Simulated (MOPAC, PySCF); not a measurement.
Bond stretch in S2, triplet.

Computed with: PM7, unrestricted, heats of formation (MOPAC); UKS-B3LYP/3-21G = unrestricted B3LYP/3-21G (PySCF); UMP2 = MP2 on UHF/cc-pVTZ, 10 core orbitals frozen (PySCF); UCCSD(T) = CCSD(T) on UHF/cc-pVTZ, 10 core orbitals frozen (PySCF).

Energies relative to the lowest point of each curve near equilibrium, in kcal/mol:

```csv
R / Å,PM7,UKS-B3LYP/3-21G,UMP2
1.43,59.6,280.2,197.4
1.52,41.2,172.3,108.5
1.60,20.3,107.8,58.5
1.70,5.5,55.9,22.2
1.79,0.4,27.8,6.1
1.82,0.0,21.3,3.2
1.89,1.3,10.2,0.0
1.94,3.7,5.2,0.1
2.02,9.7,0.9,8.5
2.09,16.6,0.0,19.1
2.19,28.1,2.2,32.3
2.35,48.8,11.0,50.8
```

Q: What does UCCSD(T) give at the same points?

A: 1.43: 199.9; 1.52: 110.5; 1.60: 60.1; 1.70: 23.1; 1.79: 6.5; 1.82: 3.5; 1.89: 0.0; 1.94: 0.0; 2.02: 3.3; 2.09: 8.5; 2.19: 18.2; 2.35: 36.1 (kcal/mol).

The scan ran from 1.43 to 7.58 Å; beyond the distances shown one of the unrestricted levels run for this scan, shown here or not, changes its spin distribution in one step.
